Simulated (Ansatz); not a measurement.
Basis-set extrapolation for C6H12, SMILES `C=C(CC)CC` (PBE0-D4/def2-TZVP geometry, frozen core, Ansatz). Multiplicity 1, RHF reference.

```
                      def2-TZVPP   def2-QZVPP
                 HF  -234.266120  -234.277095
    MP2 correlation    -1.034542    -1.098563
CCSD(T) correlation    -1.142732      not run
```

Energies in hartree. Use E(X) = E(∞) + A·exp(−7.88·√X) for Hartree–Fock and E(X) = E(∞) + B·X^(−2.97) for correlation, with X = 3 and 4, and add CCSD(T) minus MP2 of the smaller set to the MP2 limit.

Question: What is the CCSD(T) energy at the basis-set limit?

Answer: HF limit: -234.277095 + (-0.010975) × 0.13774 = -234.27861. MP2 limit: -1.098563 + (-0.064021) × 0.74074 = -1.14599. Higher-order term: -1.142732 − (-1.034542) = -0.10819. Total: -235.53279 hartree, 77.8 kcal/mol below CCSD(T)/def2-TZVPP.
